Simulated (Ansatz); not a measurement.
## bcc Ta

Method: r²SCAN+SOC (Ansatz, a quantum-chemistry and plane-wave program, PAW).

Settings: plane-wave cutoff 560 eV, 24×24×24 k mesh, Fermi–Dirac smearing 0.05 eV, PAW data made under PBE.

Cell (relaxed at this level):

```
Ta
1.0
   -1.65233     1.65233     1.65233
    1.65233    -1.65233     1.65233
    1.65233     1.65233    -1.65233
Ta
1
Direct
  0.00000   0.00000   0.00000
```

| Item | Result |
|---|---|
| bulk modulus B0 | 200 GPa |
| band gap | none |
| pressure derivative B′ of the bulk modulus | 3.8 |

Measured, for comparison: bulk modulus 198 GPa (corrected for temperature and zero-point phonon effects, our sources range from 194 to 203; as tabulated in Levämäki et al. (2014), arXiv:1402.3671). Computed (rounded) less measured: bulk modulus +1 % (inside the range of the sources held).

Computed values are for the static lattice.

Cost on a shared machine: about 16 core-minutes (a rough figure).
